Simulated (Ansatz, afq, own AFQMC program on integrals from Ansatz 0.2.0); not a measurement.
## GeH2⁻, doublet in aug-cc-pVDZ, levels against CCSDT(Q)

```yaml
atoms:
  - { symbol: Ge, position_ang: [0.0000, -0.0307, 0.0000] }
  - { symbol: H, position_ang: [0.0000, 1.1080, -1.1584] }
  - { symbol: H, position_ang: [0.0000, 1.1080, 1.1584] }
```

Basis aug-cc-pVDZ. Noble-gas cores (and the filled d shells of Ga–Kr and In–Xe) are frozen. Integrals, coupled cluster, full CI and functionals: Ansatz 0.2.0; the random walks run on the same integrals in our own AFQMC program. ph-AFQMC/CISD is guided by a CISD state made of CCSD amplitudes; releasing the constraint for a short imaginary time cuts its bias at the price of noise, slowly where states lie close. Error bars are statistical, one sigma. No spin–orbit coupling.

Determinant: UHF, the one that the program's search chose, which needn't be the lowest solution. The geometry is a PBE0/def2-TZVPD stationary point of this or a neighbouring charge and spin state.

No full CI on the walks' own integrals is used here; CCSDT(Q) serves as the reference and is uncertain by about the last step of the cluster series.

Cautions: no relativity below Rb; no spin-orbit coupling; inner d shell frozen.

* T1 diagnostic: 0.0174
* weight of the determinant in the CISD state: 0.904
* ⟨S²⟩ of the determinant: 0.766
* size of the correlated space: 7 electrons in 40 orbitals

```tsv
level	correlation energy (eV)
MP2	-2.7517
CCSD	-3.4518
CCSD(T)	-3.5551
```

**Question.** Estimate where phaseless AFQMC with the Hartree–Fock trial lies against CCSD(T) on the same integrals.

**Answer.** 1.33 ± 1.36 mEh above CCSD(T). The gap is under twice the noise, so this walk alone can't tell the two apart.

Reference: CCSDT(Q), correlation energy -3.583 eV. The released energy is read at 2.40 1/Eh (meV from the phaseless value at times in 1/Eh: 0 ± 7 at 0.24, -3 ± 7 at 0.51, -10 ± 7 at 0.99, -9 ± 6 at 1.62, -8 ± 8 at 2.40).

| level | E − E(reference) (mEh) | share of correlation (%) |
| --- | --- | --- |
| CCSD(T) | 1.01 | 99.23 |
| CCSDT | 0.15 | 99.88 |
| ph-AFQMC/HF | 2.34 ± 1.36 | 98.23 |
| ph-AFQMC/CISD | 0.35 ± 0.19 | 99.73 |
| released AFQMC | 0.07 ± 0.30 | 99.95 |

A walk keeps the symmetry of its determinant, which the program's search chose and which needn't be the lowest solution, so a lower state of the same spin and another symmetry isn't excluded. Released energies are given only where the last usable release times agree within the noise; a slower fall can still hide under it.
